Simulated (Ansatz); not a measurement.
## ZnGa3: computed properties

Method: DFT r2SCAN, scalar-relativistic, plane waves, PAW (Ansatz).

Plane waves to 500 eV, a k mesh through Γ of 10×10×10 on the computed 4-atom cell and Gaussian smearing (0.10 eV); no spin polarisation.

The structure is relaxed at this level of theory with its symmetry kept. Whether it is the stable form of this composition wasn't checked.

```cif
data_structure
_symmetry_space_group_name_H-M 'Pm-3m'
_symmetry_Int_Tables_number 221
_cell_length_a 4.0684
_cell_length_b 4.0684
_cell_length_c 4.0684
_cell_angle_alpha 90.000
_cell_angle_beta 90.000
_cell_angle_gamma 90.000
_cell_volume 67.34
loop_
_atom_site_label
_atom_site_type_symbol
_atom_site_symmetry_multiplicity
_atom_site_Wyckoff_symbol
_atom_site_fract_x
_atom_site_fract_y
_atom_site_fract_z
_atom_site_occupancy
Zn1 Zn 1 a 0.00000 0.00000 0.00000 1
Ga1 Ga 3 c 0.00000 0.50000 0.50000 1
```

| Item | Value |
| --- | --- |
| Space group | Pm-3m (No. 221) |
| Volume per atom | 16.84 Å³ |
| Formation energy from the elements' standard states (uncorrected) | +0.130 eV/atom |
| Generalised Kohn–Sham band gap | none (metal) |
| Density of states at the Fermi level | 1.12 states/eV per cell |
| Löwdin character within 0.5 eV of the Fermi level | Ga 4p 56 %, Ga 4s 26 %, Zn 4s 10 %, unprojected 7 % |
| Bulk modulus | 64 GPa |
| Its pressure derivative | 4.7 |
| Bader charges (e) | Zn (1 in the cell) 0.11, Ga (3 in the cell) -0.04 |